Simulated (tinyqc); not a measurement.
Inside a calculation. Method: Pariser-Parr-Pople SCF with singles CI, for the molecule N=CC=CN (SMILES; centres numbered as the heavy atoms are written). One step of it, computed by the program tinyqc.

Problem. Iteration 1: orbitals and new P. Diagonalise F (the basis is taken as orthonormal) and form P = 2 sum c c over the lowest orbitals; 0.5 of the old P is kept.

F (eV), order 1N, 2C, 3C, 4C, 5N:
```
[[-6.368540, -4.910657, 0.616270, 0.327534, -0.411232],
 [-4.910657, -4.112690, -4.053429, 0.000000, 0.304583],
 [0.616270, -4.053429, -5.202649, -4.181539, 0.729990],
 [0.327534, 0.000000, -4.181539, -6.678108, -4.676989],
 [-0.411232, 0.304583, 0.729990, -4.676989, -11.957873]]
```

pi electrons, sum of z_r less the charge = 6

P at the start, order 1N, 2C, 3C, 4C, 5N:
```
[[1.297719, 0.807417, -0.312779, -0.224408, 0.333544],
 [0.807417, 1.000000, 0.554938, 0.000000, -0.200305],
 [-0.312779, 0.554938, 1.328600, 0.602863, -0.350416],
 [-0.224408, 0.000000, 0.602863, 1.000000, 0.765635],
 [0.333544, -0.200305, -0.350416, 0.765635, 1.373680]]
```

Give: orbital energies; P after iteration 1.

Solution.

orbital energies (eV): [-14.9877, -11.3685, -8.4997, -1.7616, 2.2976]

P after iteration 1, order 1N, 2C, 3C, 4C, 5N:
```
[[1.3007, 0.8285, -0.2300, -0.2795, 0.2810],
 [0.8285, 0.9280, 0.5165, 0.0516, -0.1676],
 [-0.2300, 0.5165, 1.2332, 0.6908, -0.3516],
 [-0.2795, 0.0516, 0.6908, 0.9855, 0.6427],
 [0.2810, -0.1676, -0.3516, 0.6427, 1.5526]]
```
